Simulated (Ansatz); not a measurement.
# SiNH₄ radical: one structure at several levels

The task here is to estimate one member of a computed series from the others.

Computed with Ansatz 0.2.0, Gaussian basis. Level: single points in def2-TZVPP.

Correlated methods freeze the cores. Orbitals are unrestricted.

## The starting structure

SMILES `N[SiH2]`, 6 atoms, charge 0, spin multiplicity 2.

Atoms are counted from 1 here; the program's logs count them from 0.

Bond lengths: N1–Si2 1.714 Å, N1–H3 0.918 Å, N1–H4 1.047 Å, Si2–H5 1.471 Å, Si2–H6 1.476 Å. Angles: Si2–N1–H3 121.6°, Si2–N1–H4 126.4°, H3–N1–H4 102.0°, N1–Si2–H5 109.2°, N1–Si2–H6 108.4°, H5–Si2–H6 114.1°.

Coordinates:

```
N    -0.07610   -0.85090    0.00600
Si    0.26130    0.82570    0.12580
H     0.51480   -1.43430   -0.38620
H    -0.51630   -1.45040    0.74220
H     0.67670    1.33050   -1.19180
H    -0.92700    1.50160    0.68310
```

The first run:

File run/in.yaml:

```yaml
crystal:
  periodic: [false, false, false]
  atoms:
    - {symbol: N, position_ang: [-0.076100, -0.850900, 0.006000]}
    - {symbol: Si, position_ang: [0.261300, 0.825700, 0.125800]}
    - {symbol: H, position_ang: [0.514800, -1.434300, -0.386200]}
    - {symbol: H, position_ang: [-0.516300, -1.450400, 0.742200]}
    - {symbol: H, position_ang: [0.676700, 1.330500, -1.191800]}
    - {symbol: H, position_ang: [-0.927000, 1.501600, 0.683100]}
basis:
  gaussian: {orbitals: def2-TZVPP}
magnetization: {spin_polarized: true, initial_magnetization: 1}
correlation: {method: ccsd_t}
scf: {omitted_lower_state_checks: [cluster_reference]}
output: {forces: true}
```

No record of the launch command was kept for these runs.

Among the steps run: CCSD(T)/def2-TZVPP; PBE0-D4/def2-TZVPP; wB97M-V/def2-TZVPP; r2SCAN-D4/def2-TZVPP; PBE-D4/def2-TZVPP; revPBE-D4/def2-TZVPP; HSE06-D4/def2-TZVPP.

One of the session's tables, all rows but one given; the rest of the session is left out.

```
   method  RMS force component (eV/Å)  angle to CCSD(T) forces (°)  dipole (D)
  CCSD(T)                       1.902                    reference        1.52
  PBE0-D4                       1.910                          2.4        1.59
  wB97M-V                       1.892                          1.1        1.58
r2SCAN-D4                       1.898                          2.0        1.65
   PBE-D4                           ?                            ?           ?
revPBE-D4                       1.967                          5.0        1.68
 HSE06-D4                       1.912                          2.4        1.59
```

Estimate the missing values for PBE-D4.

As computed: RMS force component (eV/Å): 1.965; angle to CCSD(T) forces (°): 4.8; dipole (D): 1.68. In the column «RMS force component (eV/Å)» it lies between HSE06-D4 (1.912) and revPBE-D4 (1.967).
